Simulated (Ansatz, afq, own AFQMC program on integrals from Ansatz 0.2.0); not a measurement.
## ZrS, triplet → ZrS⁺, quartet

```yaml
atoms:
  - { symbol: Zr, position_ang: [0.0000, 0.0000, 0.0000] }
  - { symbol: S, position_ang: [0.0000, 0.0000, 2.1829] }
```

E(quartet, charge +1) − E(triplet, charge +0) at this geometry, on ROHF and UHF determinants.

Basis def2-SVP with its core potentials. Only valence electrons are correlated. Ansatz 0.2.0 and our own AFQMC program on the same integrals; the CISD trial comes from CCSD amplitudes, and released means the phaseless constraint is let go. Error bars are statistical, one sigma. No spin–orbit coupling. The metal's outer-core s and p shells are frozen, which shifts wave-function levels against functionals. The errors of all members are added in quadrature.

No full CI on the walks' own integrals is used here; CCSDT(Q) serves as the reference and is uncertain by about the last step of the cluster series. Each member takes its own surest rung, up to full CI.

Errors are counted within def2-SVP, not against nature.

Cautions: no spin-orbit coupling; outer-core shells of the metal frozen; ZrS (triplet): another spin lies lower, a spin-contaminated unrestricted determinant lies lower (UHF 127 meV lower, ⟨S²⟩ 2.05), raised T1 diagnostic (T1 0.043, weight of the determinant 0.86, largest double 0.07), (T) is large, 7 % of the CCSD correlation, CCSDT(Q) on the UHF determinant differs (91 meV lower), by its state or its frozen core; ZrS⁺ (quartet): another spin lies lower, its ph-AFQMC/CISD value lies 28 ± 4 meV above CCSDT(Q); this isn't the first ionization; core correlation is missing, and it shifts such a gap most where an s electron is promoted.

Reference (CCSDT(Q)): 8.608 eV.

```json
{"level": "HF", "vertical ionization energy (eV)": "7.251", "error against CCSDT(Q) (eV)": "-1.357"}
{"level": "MP2", "vertical ionization energy (eV)": "8.727", "error against CCSDT(Q) (eV)": "0.119"}
{"level": "CCSD", "vertical ionization energy (eV)": "8.441", "error against CCSDT(Q) (eV)": "-0.167"}
{"level": "CCSD(T)", "vertical ionization energy (eV)": "8.642", "error against CCSDT(Q) (eV)": "0.034"}
{"level": "CCSDT", "vertical ionization energy (eV)": "8.634", "error against CCSDT(Q) (eV)": "0.026"}
{"level": "ph-AFQMC/CISD", "vertical ionization energy (eV)": "8.627 ± 0.006", "error against CCSDT(Q) (eV)": "0.019 ± 0.006"}
{"level": "released AFQMC", "vertical ionization energy (eV)": "8.631 ± 0.009", "error against CCSDT(Q) (eV)": "0.023 ± 0.009"}
```

Correlation beyond CCSD(T) takes off 0.034 eV. The perturbative (T) step is worth +0.201 eV.

A walk keeps the symmetry of its determinant, which the program's search chose and which needn't be the lowest solution, so a lower state of the same spin and another symmetry isn't excluded. Released energies are given only where the last usable release times agree within the noise; a slower fall can still hide under it.
